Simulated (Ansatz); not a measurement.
A run of Ansatz (development build ahead of 0.2.0) on doublet SH at this shape:

```xyz
2

S    -0.0739    0.1373   -0.1087
H    -0.0046    0.0290    1.3694
```

Its results:

```yaml
Converged: yes
Reference_energy: -398.03462 hartree
Correlation_energy: -0.04052 hartree
Total_energy: -398.07514 hartree
Spin_squared_of_the_determinant: 0.757
```

**Question.** Which input gives this output? Name the method, the orbitals and the basis set, and write the input.

**Answer.** UHF-MP2 in 6-31G.

```yaml
crystal:
  periodic: [false, false, false]
  atoms:
    - { symbol: S, position_ang: [-0.07392, 0.13728, -0.10869] }
    - { symbol: H, position_ang: [-0.00455, 0.02895, 1.36943] }
basis:
  gaussian: { orbitals: "6-31G" }
magnetization:
  spin_polarized: true
  initial_magnetization: 1
hamiltonian:
  xc: hf
correlation:
  method: mp2
  frozen_orbitals: { H: 0, S: 5 }
```
